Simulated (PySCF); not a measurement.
# SiCl: from the state search to spectroscopic constants

An exercise on one series of results from a longer session: the logs are not shown, and one member is left open.

The runs use PySCF 2.14.0; Si def2-TZVPPD, Cl def2-TZVPPD, no relativity.

The first run:

Settings of the job:

```json
{
 "atoms": "Si, Cl",
 "charge": "0",
 "basis": "Si def2-TZVPPD, Cl def2-TZVPPD",
 "Hamiltonian": "no relativity",
 "basis functions": "99",
 "electrons treated": "31",
 "masses in u": "27.9769, 34.9689",
 "levels": "PBE0, PBE, r²SCAN, M06-2X, B2PLYP, M06, revPBE, r²SCANh, ωB97X, HF, MP2, SCS-MP2, CCSD, CCSD(T)",
 "grid": "80 radial by 434 angular points",
 "occupations": "held fixed by the projection of orbital angular momentum",
 "dissociation limit": "Si + Cl, each in its ground configuration",
 "starting distance in angstrom": "2.085",
 "values of 2S to try": "1, 3"
}
```

On the command line:

```bash
> OMP_NUM_THREADS=2 python dia.py task.json out
```

Among the steps run: Input; First curve: PBE0; Higher solutions at PBE0; PBE (GGA); r²SCAN (meta-GGA); M06-2X; B2PLYP; M06 (hybrid meta-GGA); revPBE (GGA); r²SCANh; ωB97X (range-separated hybrid); UHF; Adding correlation.

One of the session's tables, all rows but one given; the rest of the session is left out.

Energy (eV) from each level's lowest point:

```
R (Å)    UHF  UHF-MP2  UHF-SCS-MP2  UHF-CCSD  UHF-CCSD(T)
1.784  1.122    1.076        1.100       n/a          n/a
1.867  0.500    0.469        0.486     0.482        0.491
1.950  0.160    0.142        0.152     0.150        0.155
2.012      ?        ?            ?         ?            ?
2.074  0.000    0.000        0.000     0.000        0.000
2.136  0.025    0.033        0.028     0.030        0.027
2.219  0.130    0.149        0.137     0.142        0.135
2.323  0.339    0.370        0.350     0.359        0.347
2.447  0.656    0.701        0.671     0.685        0.667
2.613  1.127    1.190        1.148       n/a          n/a
```

Q: Estimate the row for R (Å) = 2.012 from the others.

Worked estimate for «UHF». A straight line through the neighbours (1.950, 0.160) and (2.074, 0.000) gives 0.160 + (0.000 − 0.160) × (2.012 − 1.950) / (2.074 − 1.950) = 0.080; a parabola fitted to 4 rows on both sides gives 0.034.

As computed: UHF: 0.038; UHF-MP2: 0.029; UHF-SCS-MP2: 0.035; UHF-CCSD: 0.033; UHF-CCSD(T): 0.036. In «UHF» the line misses by +0.042 and the parabola by -0.004.
